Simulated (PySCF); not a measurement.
## `[H][Si]([H])(C)[SiH3]`, CH8Si2

Geometry (Å), atoms numbered from 1 in this order:
```xyz
11

Si    0.701    0.141    0.494
H     0.748    0.212    1.963
H     2.100    0.225    0.048
C    -0.176    1.713   -0.120
H     0.293    2.611    0.270
H    -1.219    1.729    0.187
H    -0.154    1.777   -1.205
Si   -0.376   -1.754   -0.270
H    -1.743   -1.878    0.247
H     0.321   -2.983    0.116
H    -0.496   -1.794   -1.731
```

Theory: PySCF, GIAO PBE0/def2-SVP magnetisability, rotational g tensor and spin-rotation constants, non-relativistic, gas phase. Geometry: GFN2-xTB.

Question: Give the nuclear spin-rotation constants along the inertial axes (H = +C I·J) beside the isotropic shieldings.

Answer: Rotational constants 13.2320, 3.2308, 2.8004 GHz. A star marks the isotopologue with that one atom substituted, in its own axes.
| atom | isotope | Caa (kHz) | Cbb (kHz) | Ccc (kHz) | mean (kHz) | σ (ppm) |
| --- | --- | --- | --- | --- | --- | --- |
| H2 | 1H | -1.144 | -0.173 | -0.023 | -0.447 | 27.8 |
| H3 | 1H | -1.139 | -0.173 | -0.024 | -0.446 | 27.8 |
| H5 | 1H | -0.009 | -0.328 | -0.334 | -0.224 | 31.5 |
| H6 | 1H | -1.494 | -0.219 | -0.129 | -0.614 | 31.8 |
| H7 | 1H | -1.503 | -0.244 | -0.105 | -0.617 | 31.8 |
| H9 | 1H | -1.174 | -0.202 | -0.030 | -0.469 | 28.4 |
| H10 | 1H | -0.414 | -0.096 | -0.279 | -0.263 | 28.4 |
| H11 | 1H | -1.201 | -0.156 | -0.065 | -0.474 | 28.4 |
| Si1 | 29Si* | -5.970 | -1.505 | -1.377 | -2.951 | 483.8 |
| C4 | 13C* | 1.169 | 0.303 | 0.210 | 0.561 | 204.0 |
| Si8 | 29Si* | -5.543 | -1.413 | -1.214 | -2.724 | 515.4 |

For the geometry as given, no vibrational averaging.
